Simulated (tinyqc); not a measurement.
Worked calculation: Pariser-Parr-Pople SCF with singles CI, for the molecule Nc1cc[nH]c1 (SMILES; centres numbered as the heavy atoms are written). One step of it, computed by the program tinyqc.

Task: Iteration 1: Fock matrix. F_rr = H_rr + P_rr gamma_rr / 2 + sum_(s != r) P_ss gamma_rs; F_rs = H_rs - P_rs gamma_rs / 2; E = tr P (H + F) / 2 + core repulsion sum_(r<s) z_r z_s gamma_rs.

P at the start:
```
,1N,2C,3C,4C,5N,6C
1N,1.771594,0.447585,-0.293420,0.094819,0.116276,-0.309361
2C,0.447585,1.122655,0.583939,-0.199614,-0.214542,0.598135
3C,-0.293420,0.583939,1.310968,0.603173,-0.314784,-0.115378
4C,0.094819,-0.199614,0.603173,1.218188,0.667640,-0.306590
5N,0.116276,-0.214542,-0.314784,0.667640,1.250488,0.576954
6C,-0.309361,0.598135,-0.115378,-0.306590,0.576954,1.326107
```

core matrix H (eV):
```
,1N,2C,3C,4C,5N,6C
1N,-57.341759,-2.220000,0.000000,0.000000,0.000000,0.000000
2C,-2.220000,-58.817645,-2.390000,0.000000,0.000000,-2.390000
3C,0.000000,-2.390000,-53.095657,-2.390000,0.000000,0.000000
4C,0.000000,0.000000,-2.390000,-53.060138,-2.220000,0.000000
5N,0.000000,0.000000,0.000000,-2.220000,-62.579525,-2.220000
6C,0.000000,-2.390000,0.000000,0.000000,-2.220000,-56.038383
```

repulsion gamma_rs (eV):
```
,1N,2C,3C,4C,5N,6C
1N,16.400000,8.161296,5.301135,3.811356,3.863419,5.301135
2C,8.161296,10.420000,7.319060,5.427290,5.744821,7.319060
3C,5.301135,7.319060,10.420000,7.320921,5.744029,5.425349
4C,3.811356,5.427290,7.320921,10.420000,8.161296,5.426622
5N,3.863419,5.744821,5.744029,8.161296,16.400000,8.162542
6C,5.301135,7.319060,5.425349,5.426622,8.162542,10.420000
```

Centres (angstrom, eV; a flat drawing with bonds scaled to 1.40 angstrom):
```
centre,x,y,core charge z,W,gamma_rr
1N,2.159000,0.000000,2,27.040000,16.400000
2C,0.759000,0.000000,1,10.940000,10.420000
3C,-0.064000,1.133000,1,10.940000,10.420000
4C,-1.395000,0.700000,1,10.940000,10.420000
5N,-1.395000,-0.700000,2,27.040000,16.400000
6C,-0.064000,-1.133000,1,10.940000,10.420000
```

Give: F; pi energy.

Result:

F (eV):
```
,1N,2C,3C,4C,5N,6C
1N,-10.1988,-4.0464,0.7777,-0.1807,-0.2246,0.8200
2C,-4.0464,-5.4139,-4.5269,0.5417,0.6163,-4.5789
3C,0.7777,-4.5269,-5.3616,-4.5979,0.9041,0.3130
4C,-0.1807,0.5417,-4.5979,-6.8689,-4.9444,0.8319
5N,-0.2246,0.6163,0.9041,-4.9444,-10.7350,-4.5747
6C,0.8200,-4.5789,0.3130,0.8319,-4.5747,-7.5909
```

pi energy = -129.5359 eV
